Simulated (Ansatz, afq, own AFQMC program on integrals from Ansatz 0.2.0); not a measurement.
## Where AFQMC and coupled cluster stand for C2, singlet

```xyz
2

C     0.0000    0.0000    0.0000
C     0.0000    0.0000    0.9870
```

Basis 6-31G. Only valence electrons are correlated. Integrals, coupled cluster, full CI and functionals: Ansatz 0.2.0; the random walks run on the same integrals in our own AFQMC program. ph-AFQMC/CISD is guided by a CISD state made of CCSD amplitudes; releasing the constraint for a short imaginary time cuts its bias at the price of noise, slowly where states lie close. Uncertainties: one standard error, sampling alone.

Determinant: RHF, the one that the program's search chose, which needn't be the lowest solution. The geometry is a point of a scan.

Full CI on the same integrals is exact in this basis and with this determinant's frozen core.

Cautions: restricted determinant unstable towards unrestricted (UHF 3.87 eV lower, ⟨S²⟩ 1.17); strong correlation (T1 0.031, weight of the determinant 0.70, largest double 0.53); (T) is large, 8 % of the CCSD correlation; the CCSD(T) amplitudes may be one of several solutions (largest double 0.53); the CCSDT(Q) amplitudes may be one of several solutions (largest double 0.62); the CCSDTQ amplitudes may be one of several solutions (largest double 0.62); the released energies are still falling, so no released level is given (meV from the phaseless value at times in 1/Eh: -26 ± 5 at 0.24, -41 ± 4 at 0.51, -63 ± 4 at 0.99, -78 ± 4 at 1.62, -102 ± 4 at 2.40).

- T1 diagnostic: 0.0314
- weight of the determinant in the CISD state: 0.699
- size of the correlated space: 8 electrons in 16 orbitals

```tsv
level	correlation energy (eV)
MP2	-6.4538
CCSD	-7.0762
CCSD(T)	-7.6585
```

(1) Estimate where phaseless AFQMC with a CISD trial lies against CCSD(T) on the same integrals.

(1) 8.33 ± 0.20 mEh above CCSD(T).

Reference: full CI, correlation energy -7.593 eV. The cautions show a poor starting determinant, so the rows tell how each method copes with it here, and full CI is the sure value.

```tsv
level	E − E(reference) (mEh)	share of correlation (%)
CCSD(T)	-2.41	100.86
CCSDT	0.80	99.71
CCSDT(Q)	-1.04	100.37
CCSDTQ	0.19	99.93
ph-AFQMC/CISD	5.92 ± 0.20	97.88
```

CCSDT and higher add their correlation energy to the determinant of the CCSD(T) run, since their own runs factorise the integrals more tightly (a shift of under 2 meV). A walk keeps the symmetry of its determinant, which the program's search chose and which needn't be the lowest solution, so a lower state of the same spin and another symmetry isn't excluded.
